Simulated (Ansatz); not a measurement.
# H2Si–CH2⁺, doublet in cc-pVDZ: errors against UCCSDT(Q)

Geometry: that of the H2Si–CH2, singlet, kept fixed.

```json
{"atom": "Si", "x (Å)": "0.0000", "y (Å)": "0.0000", "z (Å)": "0.5299"}
{"atom": "C", "x (Å)": "0.0000", "y (Å)": "0.0000", "z (Å)": "-1.1689"}
{"atom": "H", "x (Å)": "0.0000", "y (Å)": "1.2445", "z (Å)": "1.3276"}
{"atom": "H", "x (Å)": "0.0000", "y (Å)": "-1.2445", "z (Å)": "1.3276"}
{"atom": "H", "x (Å)": "0.0000", "y (Å)": "0.9175", "z (Å)": "-1.7458"}
{"atom": "H", "x (Å)": "0.0000", "y (Å)": "-0.9175", "z (Å)": "-1.7458"}
```

Basis cc-pVDZ; Ansatz 0.2.0. Only valence electrons are correlated (noble-gas cores frozen), which leaves 11 electrons in 46 orbitals. Prefix R: restricted or restricted open-shell reference; prefix U: unrestricted. Active spaces: frontier = (9e, 9o) about the gap.

Full CI isn't at hand for all of this; UCCSDT(Q) serves as the reference, and is uncertain by about the last step of the cluster series. The frozen core follows each run's orbitals, which can shift R against U totals by a few meV.

For open shells CISD is restricted-active-space CI with the open shells as a complete middle space.

* UHF ⟨S²⟩: 0.756
* T1 diagnostic (RCCSD): 0.0133
* largest doubles amplitude (RCCSD): 0.033
* T1 diagnostic (UCCSD): 0.0118

```tsv
level	E − E(RHF) (eV)
UHF	-0.0714
RMP2	-5.3085
UMP2	-5.3026
RCCSD	-6.3075
UCCSD	-6.3090
RCCSD(T)	-6.4490
UCCSD(T)	-6.4491
```

Q: Estimate how far UCCSDT(Q) in cc-pVDZ lies from RCCSD(T). The table doesn't fix it; the size of (T) and the diagnostics are the guide.

A: UCCSDT(Q) in cc-pVDZ lies 3.0 kJ/mol below RCCSD(T), which is 22 % of the (T) step (-13.6 kJ/mol). The diagnostics are small and one determinant leads, so the series closes fast and only a small part of (T) is left.

The other levels:

| level | E − E(UCCSDT(Q)) (kJ/mol) | share of correlation (%) | wall time |
| --- | --- | --- | --- |
| CISD | 58.9 | 90.58 | 2.7 s |
| BCCD(T) | 3.0 | 99.52 | 2.1 s |
| RCCSDT | 0.7 | 99.88 | – |
| UCCSDT | 0.7 | 99.89 | – |
| RCCSDT(Q) | 0.0 | 99.99 | 63 s |

The correlation energy at UCCSDT(Q), counted from RHF, is -6.481 eV. That run took 52 s on 1 thread of Arm Neoverse V1, shared host.

Run but not shown, since their state or frozen core can't be matched to the reference's or they repeat it: CASSCF (frontier space), NEVPT2 (frontier space), NEVPT4(SD) (frontier space), MRCISD (frontier space), MRCISD+Q (frontier space).

Times hold each run's SCF and search for its determinant on a shared host, so for small cases they say little of a method's own cost; they ran on 1 thread of Arm Neoverse V1.
